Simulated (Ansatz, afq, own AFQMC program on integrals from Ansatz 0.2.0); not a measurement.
# Atomization energy of LiSi, doublet

| atom | x (Å) | y (Å) | z (Å) |
| --- | --- | --- | --- |
| Si | 0.0000 | 0.0000 | 0.0000 |
| Li | 0.0000 | 0.0000 | 2.4415 |

Atoms in their ground-state spins without spin–orbit coupling (mostly on UHF) minus the molecule (ROHF), without zero-point energy. The geometry is a stationary point, not shown to be a minimum.

Basis cc-pVDZ. Noble-gas cores (and the filled d shells of Ga–Kr and In–Xe) are frozen. Integrals, coupled cluster, full CI and functionals: Ansatz 0.2.0; the random walks run on the same integrals in our own AFQMC program. The CISD trial takes its coefficients from CCSD amplitudes. Released means that phaseless walkers are propagated on without the constraint, phases kept. Uncertainties: one standard error, sampling alone. The errors of all members are added in quadrature.

Full CI is exact in this basis; where marked, its frozen core comes from its own orbitals, which moves totals by up to a few meV.

Errors are counted within cc-pVDZ, not against nature.

Cautions: LiSi (doublet): a spin-contaminated unrestricted determinant lies lower (UHF 690 meV lower, ⟨S²⟩ 1.71), CCSDT(Q) on the UHF determinant differs (692 meV lower), perhaps since the unrestricted series falls towards higher spin, full CI with its own frozen core, a state of higher spin lies lower.

Reference (full CI): 1.000 eV.

```
         level  atomization energy (eV)  error against FCI (eV)
            HF                    0.102                  -0.898
           MP2                    0.782                  -0.218
          CCSD                    0.912                  -0.088
       CCSD(T)                    0.971                  -0.029
         CCSDT                    0.993                  -0.008
      CCSDT(Q)                    0.999                  -0.002
   ph-AFQMC/HF            0.956 ± 0.033          -0.044 ± 0.033
 ph-AFQMC/CISD            0.989 ± 0.007          -0.011 ± 0.007
released AFQMC            1.003 ± 0.011           0.002 ± 0.011
```

Correlation beyond CCSD(T) adds 0.029 eV. The perturbative (T) step is worth +0.059 eV.

CCSDT and higher add their correlation energy to the determinant of the CCSD(T) run, since their own runs factorise the integrals more tightly (a shift of under 2 meV). A walk keeps the symmetry of its determinant, which the program's search chose and which needn't be the lowest solution, so a lower state of the same spin and another symmetry isn't excluded. Released energies are given only where the last usable release times agree within the noise; a slower fall can still hide under it.
